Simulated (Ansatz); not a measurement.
## Ansatz (development build ahead of 0.2.0) run

```yaml
crystal:
  periodic: [false, false, false]
  atoms:
    - { symbol: C, position_ang: [0.0, 0.0, 0.0] }
    - { symbol: S, position_ang: [0.60954, 0.81271, 1.75958] }
basis:
  gaussian: { orbitals: STO-3G }
total_charge: 1
magnetization:
  initial_magnetization: 3
hamiltonian:
  xc: hf
correlation:
  method: fci
  frozen_orbitals: { C: 1, S: 5 }
```

The input is written out in the form of the current development build from the run's settings.

The run gave:

```yaml
Converged: yes
Total_energy: -430.21103 hartree
State: lowest quartet root, of any spatial symmetry
```
